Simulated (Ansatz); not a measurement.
## Worked example: ideal-gas entropy of C2H5N (ethanimine)

A singlet with charge 0, relaxed at PBE-D3(BJ)/def2-TZVP (Ansatz 0.2.0):

```xyz
8

C    -0.4738    0.5958   -0.3179
C     0.6652   -0.1722    0.2853
N     0.7064   -1.4075    0.5999
H    -0.1694    1.0421   -1.2784
H    -1.3515   -0.0445   -0.4841
H    -0.7610    1.4339    0.3375
H     1.5804    0.4135    0.4784
H    -0.1962   -1.8610    0.3793
```

Harmonic wavenumbers in cm⁻¹: 177, 473, 667, 886, 1034, 1035, 1105, 1236, 1338, 1381, 1416, 1422, 1671, 2958, 2979, 3019, 3052, 3291.

Masses in u: C 12.011, N 14.007, H 1.008. Take T = 298.15 K, p = 1 bar, R = 8.3145 J/(mol K), kT/hc = 207.22 cm⁻¹, rigid rotor and harmonic oscillator.

Problem. Compute the standard molar entropy.

Solution. 
1. Translation (Sackur–Tetrode): S = R[3/2 ln M + 5/2 ln T − 1.1517] with M = 43.069 gives 155.8 J/(mol K).
2. Rotation: principal moments 10.039, 51.788, 58.688 u Å² give A, B, C = 1.6792, 0.3255, 0.2872 cm⁻¹; the symmetry number is σ = 1; q = (√π/σ)√((kT/hc)³/ABC) = 13345; S = R(ln q + 3/2) = 91.4.
3. Vibration: with u = ν̃/207.22, each mode gives R[u/(eᵘ − 1) − ln(1 − e⁻ᵘ)]; the sum is 16.4, most from 177 cm⁻¹ (9.9), 473 cm⁻¹ (3.1), 667 cm⁻¹ (1.5).
4. Electronic: R ln 1 = 0.0, from the spin multiplicity alone.
5. Sum: 155.8 + 91.4 + 16.4 + 0.0 = 263.6 J/(mol K).

No measured value is set beside it here. Where a soft mode is a torsion, a harmonic oscillator describes it poorly.
